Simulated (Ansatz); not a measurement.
Born–Oppenheimer molecular dynamics of C₃H₇ClO (12 atoms, charge 0, multiplicity 1). It starts from a relaxed structure.

Theory: UKS PBE/STO-3G in Ansatz.

```
ensemble        : NVT, Langevin thermostat
time step       : 0.5 fs
steps asked     : 400
set temperature : 1500 K
friction        : 0.05 /fs
seed            : 77059
```

First frame:

```xyz
12
Properties=species:S:1:pos:R:3
C -0.981 1.238 0.175
C 0.412 0.555 0.198
C 0.339 -0.976 -0.109
O 1.652 -1.529 0.015
Cl -0.373 -1.224 -1.890
H -0.875 2.320 0.381
H -1.451 1.108 -0.817
H -1.647 0.799 0.941
H 0.877 0.667 1.201
H 1.089 1.028 -0.542
H -0.437 -1.493 0.517
H 1.471 -2.549 -0.036
```

How far do the bonds stretch over the last three quarters of this one trajectory? (Pairs bonded in most of those frames.)


| bond | mean (Å) | spread (Å) | shortest | longest |
| --- | --- | --- | --- | --- |
| C1–C2 | 1.579 | 0.083 | 1.43 | 1.73 |
| C1–H6 | 1.134 | 0.076 | 0.99 | 1.29 |
| C1–H7 | 1.117 | 0.036 | 1.04 | 1.20 |
| C1–H8 | 1.121 | 0.058 | 0.98 | 1.26 |
| C2–C3 | 1.588 | 0.065 | 1.48 | 1.78 |
| C2–H9 | 1.137 | 0.078 | 0.97 | 1.29 |
| C2–H10 | 1.118 | 0.048 | 1.02 | 1.21 |
| C3–O4 | 1.460 | 0.051 | 1.36 | 1.58 |
| C3–Cl5 | 1.984 | 0.080 | 1.85 | 2.14 |
| C3–H11 | 1.153 | 0.091 | 0.97 | 1.39 |
| O4–H12 | 1.064 | 0.078 | 0.89 | 1.27 |

Mean temperature of the second half: 1655 K. The mean temperature of the second half is 10 % above the set value. A run of 0.2 ps of so small a system gives no equilibrium averages. Limits of this set-up: minimal basis.

Run time: 12 min on 1 thread of Intel(R) Xeon(R) 6975P-C (Granite Rapids) (shared host), peak memory 0.13 GiB.
